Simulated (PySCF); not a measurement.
Compound: MnS (sextet state).
SMILES with atom numbers: `[S:1]=[Mn:2]`

Structure used (PBE0-D3(BJ)/def2-SVP), in Å, numbered top down from 1:
```xyz
2
MnS angstrom
S      1.0301   -0.0067   -0.0046
Mn    -1.0246    0.0093   -0.0237
```

Method: PBE0-D3(BJ)/def2-SVP geometry optimisation, gas phase in PySCF.

Masses are those of the commonest isotopes; rigid-rotor values at the optimised geometry. 

Question: What are the moment of inertia and the rotational constant?

Answer: I = 85.329 u·Å², B = 505379 MHz·u·Å²/I = 5923 MHz (0.1976 cm⁻¹, or 0.284 K as hB/k). For two atoms I = μr² with μ = 20.2103 u and r = 2.0548 Å.

If the electronic state has orbital angular momentum about the axis (Π, Δ; not determined here), the simple ladder of levels BJ(J+1) doesn't apply.

Whether it is a minimum is left open (no frequencies). ⟨S²⟩ = 8.876 (exact for a sextet: 8.75). These are rigid-rotor constants of the computed structure; measured ground-state constants (B0) also hold zero-point vibration.

The run took 6.6 s wall on an x86-64 server with one thread, no GPU (shared host). These figures are those of the optimisation.
